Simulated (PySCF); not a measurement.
**Core-level binding energies of diethyl sulfide**

Compound: diethyl sulfide, C4H10S.
SMILES with atom numbers: `[CH3:1][CH2:2][S:3][CH2:4][CH3:5]`

Computed with PySCF 2.14.0, delta-SCF UKS SCAN, pcX-2 on the ionised atom, pcseg-1 elsewhere, spin-free X2C. Each binding energy is the total energy of the core-ionised species, with the hole localised on one atom, minus that of the ground state; both are solved self-consistently, so orbital relaxation is included.

Question: List the computed XPS lines with their assignment.

Answer: 
| atom(s) | environment | level | binding energy (eV) | above the level's lowest (eV) | count |
| --- | --- | --- | --- | --- | --- |
| C1/C5 | methyl carbon | C 1s | 290.61 | 0.00 | 2 |
| C2/C4 | sp3 carbon bound to sulfur | C 1s | 291.06 | +0.45 | 2 |
| S3 | sulfide sulfur | S 1s | 2476.42 | 0.00 | 1 |

The listed C 1s values span 0.45 eV, from C1/C5 (bonded to C and 3 H) to C2/C4 (bonded to S, C and 2 H).

Question: Give the binding energy of C 1s of C1/C5 in hartree and in kJ/mol.

Answer: 290.61 eV = 10.6797 Eh = 28040 kJ/mol.

The first atom of each set that the bonding makes equivalent was ionised and stands for the set. Not every level is listed. The structure is a single GFN2-xTB conformer in the gas phase; no vibrational or solvent corrections.

Conformer computed: `[CH3:1][CH2:2][S:3][CH2:4][CH3:5]`: C1–C2–S3–C4 -79°, C2–S3–C4–C5 -81°.
